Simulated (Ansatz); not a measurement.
# MgN2H4 (SMILES [NH2][Mg][NH2]): a rigid scan of the angle H5–N1–Mg2

One table from this session's results is given with a row withheld; the runs are named, their logs left out.

Program: Ansatz 0.2.0, Gaussian basis. Level of theory: single points in def2-TZVPP. These are calculated values, not measurements.

Levels: PBE-D4, r2SCAN-D4, PBE0-D4, B3LYP-D4, wB97M-V, Hartree-Fock, MP2, CCSD, CCSD(T). The scan takes 108.5, 113.0, 117.5, 122.0, 126.5, 131.0, 135.5, 140.0, 144.5°.

Correlated methods freeze the cores. The outer core shell of Li, Na, Mg and K is correlated. B3LYP uses VWN-RPA correlation.

19 further runs of the same task are left out: 19 set aside as unsound or not needed.

### Where the work starts

The minimum, relaxed at PBE0-D4: SMILES `[NH2][Mg][NH2]`, 7 atoms, charge 0, spin multiplicity 1.

Atoms are counted from 1 here; the program's logs count them from 0.

Bond lengths: N1–Mg2 1.886 Å, N1–H4 1.009 Å, N1–H5 1.009 Å, Mg2–N3 1.886 Å, N3–H6 1.009 Å, N3–H7 1.009 Å. Angles: Mg2–N1–H4 126.4°, Mg2–N1–H5 126.5°, H4–N1–H5 107.1°, N1–Mg2–N3 180.0°, Mg2–N3–H6 126.5°, Mg2–N3–H7 126.5°, H6–N3–H7 107.1°.

Geometry (Å):

```xyz
7
charge 0, multiplicity 1
N    -1.56718   -0.03359   -1.04223
Mg    0.00885   -0.00965   -0.00668
N     1.58473    0.01418    1.02908
H    -2.31199   -0.71166   -0.98462
H    -1.82440    0.62930   -1.75794
H     2.45751   -0.43863    0.80315
H     1.71370    0.48206    1.91355
```

Energies of the minimum (eV), from earlier single points: PBE-D4 -8484.98126, r2SCAN-D4 -8489.62891, PBE0-D4 -8485.62459, B3LYP-D4 -8492.94161, wB97M-V -8490.45820, CCSD(T) -8479.23775.

At the minimum the angle H5–N1–Mg2 is 126.5°.

Set-up of the first run:

ccsdt-tzvpp/in.yaml reads:

```yaml
crystal:
  periodic: [false, false, false]
  atoms:
    - {symbol: N, position_ang: [-1.567181, -0.033595, -1.042231]}
    - {symbol: Mg, position_ang: [0.008845, -0.009649, -0.006685]}
    - {symbol: N, position_ang: [1.584727, 0.014176, 1.029081]}
    - {symbol: H, position_ang: [-2.311994, -0.711655, -0.984620]}
    - {symbol: H, position_ang: [-1.547256, 0.752925, -1.673749]}
    - {symbol: H, position_ang: [2.457508, -0.438632, 0.803148]}
    - {symbol: H, position_ang: [1.713696, 0.482060, 1.913548]}
basis:
  gaussian: {orbitals: def2-TZVPP}
correlation: {method: ccsd_t}
```

No record of the launch command was kept for these runs.

Among the steps run: H5–N1–Mg2 = 108.5°; H5–N1–Mg2 = 113.0°; H5–N1–Mg2 = 117.5°; H5–N1–Mg2 = 122.0°; H5–N1–Mg2 = 126.5°; H5–N1–Mg2 = 131.0°; H5–N1–Mg2 = 135.5°; H5–N1–Mg2 = 140.0°; H5–N1–Mg2 = 144.5°.

One table of the session follows, with a row left open; its other results are not shown here.

Energies less that of the minimum at the same level (eV):

| angle (°) | PBE-D4 | PBE0-D4 | B3LYP-D4 | wB97M-V | Hartree-Fock |
| --- | --- | --- | --- | --- | --- |
| 108.5 | 0.214 | 0.227 | 0.226 | 0.228 | 0.267 |
| 113.0 | 0.122 | 0.130 | 0.129 | 0.131 | 0.155 |
| 117.5 | 0.055 | 0.059 | 0.058 | 0.060 | 0.072 |
| 122.0 | 0.014 | 0.015 | 0.015 | 0.016 | 0.020 |
| 126.5 (minimum) | 0.000 | 0.000 | 0.000 | 0.000 | 0.000 |
| 126.5 | 0.000 | 0.000 | 0.000 | 0.000 | 0.000 |
| 131.0 | 0.014 | 0.014 | 0.014 | 0.013 | 0.012 |
| 135.5 | 0.057 | 0.057 | 0.059 | 0.055 | 0.058 |
| 140.0 | ? | ? | ? | ? | ? |
| 144.5 | 0.232 | 0.235 | 0.241 | 0.232 | 0.253 |

Q: Estimate the row for angle (°) = 140.0 from the others.

Worked estimate for «PBE-D4». A straight line through the neighbours (135.5, 0.057) and (144.5, 0.232) gives 0.057 + (0.232 − 0.057) × (140.0 − 135.5) / (144.5 − 135.5) = 0.145; a parabola fitted to 3 rows on both sides gives 0.130.

As computed: PBE-D4: 0.130; PBE0-D4: 0.131; B3LYP-D4: 0.134; wB97M-V: 0.128; Hartree-Fock: 0.138. In «PBE-D4» the line misses by +0.015 and the parabola by 0.000.
